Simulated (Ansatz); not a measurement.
Energy needed to pull apart CH$_{6}$B$_{2}$ (SMILES BCB), closed shell, into free ground-state atoms, from the structure below (displaced at random from a GFN2-xTB minimum); no zero-point or spin–orbit terms; open-shell atoms are treated unrestricted, in their ground-state multiplicity.

B1  (-0.404, 0.550, -0.903)
C2  (0.703, -0.298, -0.268)
B3  (-0.074, -0.530, 1.110)
H4  (-1.156, 0.160, -1.673)
H5  (-0.356, 1.832, -0.712)
H6  (1.480, 0.376, -0.196)
H7  (0.804, -1.199, -0.794)
H8  (0.231, 0.087, 2.146)
H9  (-0.896, -1.325, 1.124)
(Å)

Computed with Ansatz 0.2.0 (basis: def2-TZVPP); correlated methods freeze the cores.

| method | atomization energy (eV) |
| --- | --- |
| PBE-D4 | 32.92 |
| revPBE-D4 | ? |
| r2SCAN-D4 | 32.84 |
| PBE0-D4 | 32.76 |
| CAM-B3LYP-D4 | 32.92 |
| wB97M-V | 32.79 |
| HF | 25.81 |
| MP2 | 32.08 |
| CCSD | ? |
| CCSD(T) | 31.82 |

**Question.** What does revPBE-D4 give? (An estimate is asked for; the value comes from the calculation.)

**Answer.** Computed: 32.31 eV, which is about 0.49 eV more than CCSD(T)/def2-TZVPP.

**Question.** What does CCSD give? (To be estimated.)

**Answer.** The calculation gives: 31.54 eV, which is about 0.28 eV less than CCSD(T)/def2-TZVPP.

In triple zeta the MP2 and coupled-cluster atomization energies are still short of their basis limit by a few kcal/mol a bond, whereas those of the functionals are nearly converged, so these differences are not deviations from converged CCSD(T).

No T1 diagnostic of these runs exceeds 0.012.

For scale, one of the runs: CCSD(T)/def2-TZVPP forces, 177 basis functions (an equivalent command: `ansatz run in.yaml --threads 4`). Hardware: 4 CPU threads, shared host. Wall time 62 s; peak host memory 3.3 GiB.
